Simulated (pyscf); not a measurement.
Elementary routes open to disilane (H₃Si–SiH₃) + water (H₂O) in the gas phase (singlet surface):
A. silanol (HO–SiH₃) + silane (SiH₄) (Si–Si, H–O broken; O–Si, H–Si formed)
B. HO–SiH₂–SiH₃ + hydrogen (H₂) (H–Si, H–O broken; O–Si, H–H formed)

PySCF, gas phase, ωB97X-D3(BJ)/def2-SVP geometries.

Problem. Rank the routes by free-energy barrier at 600 K, lowest first, for ωB97M-D3(BJ)/def2-TZVP energies (ideal gas, 1 atm, RRHO with modes under 100 cm⁻¹ raised to 100, one conformer, R ln 2 for chiral ones without a mode under 150 cm⁻¹).

Solution. B (53.9 kcal/mol), A (55.7 kcal/mol)

Route B is the fastest of these, ahead of the next by 1.9 kcal/mol. The most stable products are those of A (ΔG = -22.3 kcal/mol), whose barrier is 1.9 kcal/mol higher: the kinetic and the thermodynamic product differ. At 1200 K B is still the fastest. Only these routes are compared; each barrier is that of the saddle found, and lower ones may exist.
